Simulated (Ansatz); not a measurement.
**C3H8O, singlet: the ladder up to RCCSDT(Q)**

Geometry: MP2(full)/6-31G*, from the G2/97 set.

```xyz
12

O     0.0173   -0.6821    0.0000
C     0.0108    0.7364    0.0000
C     1.3353   -1.1954    0.0000
C    -1.4313    1.1909    0.0000
H     0.5418    1.1171    0.8869
H     0.5418    1.1171   -0.8869
H     1.2525   -2.2827    0.0000
H     1.8922   -0.8753   -0.8917
H     1.8922   -0.8753    0.8917
H    -1.9440    0.8112   -0.8859
H    -1.9440    0.8112    0.8859
H    -1.4912    2.2827    0.0000
```

Basis 6-31G* (Cartesian d functions); Ansatz 0.2.0. Correlated methods freeze the noble-gas cores, which leaves 26 electrons in 72 orbitals. Prefix R: restricted or restricted open-shell reference. Active spaces: frontier = (8e, 8o) about the gap.

Full CI isn't at hand for all of this; RCCSDT(Q) serves as the reference, and is uncertain by about the last step of the cluster series.

The UHF ⟨S²⟩ is 0.000 and the T1 diagnostic (RCCSD) is 0.0095. The largest doubles amplitude (RCCSD) is 0.022.

| level | E − E(RHF) (eV) |
| --- | --- |
| RMP2 | -15.5421 |
| RCCSD | -16.7815 |
| RCCSD(T) | -17.2169 |

Problem. Estimate how far RCCSDT(Q) in 6-31G* lies from RCCSD(T). The table doesn't fix it; the size of (T) and the diagnostics are the guide.

Solution. RCCSDT(Q) in 6-31G* lies 52 meV below RCCSD(T), which is 12 % of the (T) step (-435 meV). The diagnostics are small and the rest is a small part of (T), but (T) is large here. The miss exceeds 1 kcal/mol.

The other levels:

```csv
level,E − E(RCCSDT(Q)) (meV),share of correlation (%),wall time
CISD,2815,83.70,33 s
BCCD(T),49,99.72,4.2 s
RCCSDT,28,99.84,–
CASSCF (frontier space),14319,17.08,–
NEVPT2 (frontier space),2188,87.33,12 s (H100)
MRCISD (frontier space),2041,88.18,–
MRCISD+Q (frontier space),373,97.84,16 s (H100)
```

The correlation energy at RCCSDT(Q), counted from RHF, is -17.269 eV. That run took 15 s on 2 threads of AMD EPYC 7R13 with a shared H100 80 GB, shared host.

Times hold each run's SCF and search for its determinant on a shared host, so for small cases they say little of a method's own cost; rows without a card ran on 1 thread of AMD EPYC 7R13.

Atomization energy (electronic, same basis, no zero-point term; atoms at the same level, unrestricted beside the R rows where the molecule is a closed shell, with restricted open-shell steps beyond CCSDT(Q)) at RCCSDT(Q): 4190.8 kJ/mol. Errors of other levels:

```tsv
level	error (kJ/mol)
RHF	-801.3
RMP2	35.5
CISD	-250.8
RCCSD	-34.6
RCCSD(T)	-2.2
BCCD(T)	-1.2
RCCSDT	-2.4
```

This basis is far from its limit, so the value isn't to be set against a measured one. Truncated CI isn't size-consistent, which counts against it in atomization.
